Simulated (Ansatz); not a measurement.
C₂HLi, SMILES [Li][C]#C, an active-space calculation

Program: Ansatz 0.2.0, Python API.

`run_cas.py`
```python
"""Active-space calculation on C2HLi."""

import ansatz as az

geometry_ang = [
    ("Li", (-2.2234, 0.4502, -0.4728)),
    ("C", (-0.3621, 0.0686, -0.0789)),
    ("C", (0.7612, -0.1821, 0.153)),
    ("H", (1.8799, -0.397, 0.3783)),
]
system = az.Crystal.molecule()
for symbol, xyz in geometry_ang:
    system = system.atom(symbol, xyz)

calc = system.calculation()
calc = calc.basis(gaussian="cc-pVDZ")
calc = calc.correlation(active_electrons=4, active_orbitals=4)
for method in [None, "sc_nevpt2"]:
    data = (calc if method is None else calc.correlation(method)).run(threads=1, pin="off").report
    space = data["configurations"]
    state = space["states"][0]
    print(method or "casscf", f"total {data['free_energy_ev'] / 27.211386246:.6f} Ha, active-space state {state['energy']['hartree']:.6f} Ha, mean field {data['reference_energy_ev'] / 27.211386246:.6f} Ha")
    print("  determinants", state["n_determinants"], " natural occupations", [round(n, 3) for n in space["natural_occupations"]])
print("effectively unpaired electrons, sum of min(n, 2 - n):", round(sum(min(n, 2 - n) for n in space["natural_occupations"]), 3))
```

Running `python run_cas.py` prints:
```text
casscf total -83.752508 Ha, active-space state -83.752508 Ha, mean field -83.691896 Ha
  determinants 36  natural occupations [1.947, 1.947, 0.053, 0.053]
sc_nevpt2 total -83.944509 Ha, active-space state -83.752508 Ha, mean field -83.691896 Ha
  determinants 36  natural occupations [1.947, 1.947, 0.053, 0.053]
effectively unpaired electrons, sum of min(n, 2 - n): 0.213
```

What to keep in mind:
- Total energies depend on the basis set; only differences at equal settings carry meaning.
- The geometry is a force-field or estimated start, not a minimum of this method, and the basis set is short of its limit. The active space starts as a window about the frontier orbitals and is then optimised, not chosen by chemistry.
- Timing: 1.3 s on 1 thread of Arm Neoverse V2 (shared host), peak memory 0.14 GiB.

(Lines on the test bed's own set-up are left out of the output.)
